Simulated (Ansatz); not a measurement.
Born–Oppenheimer molecular dynamics of C4H12N2 (18 atoms, charge 0, multiplicity 1). It starts from a relaxed structure.

Theory: RKS PBE0/STO-3G (Ansatz 0.2.0).

```json
{
 "ensemble": "NVE (velocity Verlet)",
 "time step": "0.5 fs",
 "steps asked": "167",
 "starting velocities drawn for": "500 K",
 "seed": "71440"
}
```

First frame:

```xyz
18
Properties=species:S:1:pos:R:3
C -0.445 -0.835 -1.882
C 0.728 -0.064 -1.216
N 0.653 0.185 0.261
C 0.641 -1.093 1.037
C -0.553 0.999 0.612
N -0.425 1.404 2.057
H -0.560 -1.835 -1.449
H -0.242 -0.948 -2.955
H -1.392 -0.294 -1.768
H 1.665 -0.619 -1.397
H 0.826 0.922 -1.704
H -0.204 -1.762 0.787
H 0.569 -0.830 2.103
H 1.583 -1.632 0.854
H -0.580 1.855 -0.097
H -1.513 0.446 0.515
H 0.427 2.027 2.079
H -1.216 2.086 2.214
```

**Question.** How far do the bonds stretch over the last three quarters of this one trajectory? (Pairs bonded in most of those frames.)

**Answer.** 
```csv
bond,mean (Å),spread (Å),shortest,longest
C1–C2,1.562,0.028,1.50,1.62
C1–H7,1.099,0.018,1.06,1.14
C1–H8,1.099,0.010,1.08,1.12
C1–H9,1.101,0.035,1.04,1.16
C2–N3,1.516,0.036,1.44,1.57
C2–H10,1.106,0.024,1.06,1.15
C2–H11,1.112,0.040,1.04,1.17
N3–C4,1.507,0.021,1.46,1.55
N3–C5,1.515,0.033,1.45,1.58
C4–H12,1.108,0.010,1.08,1.13
C4–H13,1.101,0.015,1.08,1.12
C4–H14,1.103,0.026,1.06,1.14
C5–N6,1.502,0.036,1.44,1.56
C5–H15,1.112,0.012,1.09,1.13
C5–H16,1.111,0.010,1.09,1.13
N6–H17,1.055,0.010,1.03,1.08
N6–H18,1.057,0.011,1.03,1.08
```

Mean temperature of the second half: 233 K. The conserved energy stayed within 0.39 meV per atom of its start (net change 0.24 meV per atom), so the integration is sound. Over the second half the temperature averaged 0.47 of the 500 K drawn at the start: a run that starts near a minimum puts about half its kinetic energy into the potential. A run of 0.084 ps of so small a system gives no equilibrium averages. Limits of this set-up: minimal basis.

The run took 7.4 min on 1 thread of Arm Neoverse V2 (shared host), peak memory 0.095 GiB.
